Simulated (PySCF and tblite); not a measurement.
The numbers below are computed, except where a source is named.
Stationary points of C4H9NS at GFN2-xTB, in Å:

Structure A

```
 1 C     1.722   -0.228    0.492
 2 C     0.768    0.216   -0.613
 3 N    -0.611    0.201   -0.173
 4 C    -1.324   -1.042   -0.299
 5 C    -1.161    1.281    0.378
 6 S    -0.419    2.721    0.607
 7 H     1.629    0.437    1.347
 8 H     2.746   -0.189    0.131
 9 H     1.506   -1.245    0.813
10 H     0.859   -0.438   -1.484
11 H     1.008    1.242   -0.905
12 H    -1.390   -1.334   -1.350
13 H    -2.331   -0.940    0.102
14 H    -0.808   -1.835    0.248
15 H    -2.197    1.161    0.683
```

Structure B

```
 1 C     1.685   -0.685    0.053
 2 C     0.823    0.543   -0.173
 3 N    -0.610    0.324   -0.036
 4 C    -1.132   -0.977    0.291
 5 C    -1.413    1.368   -0.225
 6 S    -0.908    2.879   -0.599
 7 H     1.567   -1.078    1.059
 8 H     2.726   -0.400   -0.076
 9 H     1.461   -1.470   -0.665
10 H     1.001    0.945   -1.179
11 H     1.106    1.333    0.533
12 H    -0.859   -1.709   -0.471
13 H    -2.218   -0.924    0.346
14 H    -0.753   -1.317    1.257
15 H    -2.475    1.167   -0.114
```

The path came from a restrained scan, a climbing-image band and a saddle search at GFN2-xTB; energies are B3LYP/pcSseg-1 + D3(BJ)//GFN2-xTB, thermal terms GFN2-xTB.

**Question.** Which structure is a saddle point, and along which motion?

**Answer.** B: one imaginary mode (82i cm⁻¹ at GFN2-xTB, mostly on C2, C1, H11), along the rotation about the C2–N3 bond (torsion C1–C2–N3–C4 from -87° to 87°, rising).

**Question.** Give their symmetry and energies above the lowest.

**Answer.** A C1, 0.0 kcal/mol; B Cs, 3.2 kcal/mol.
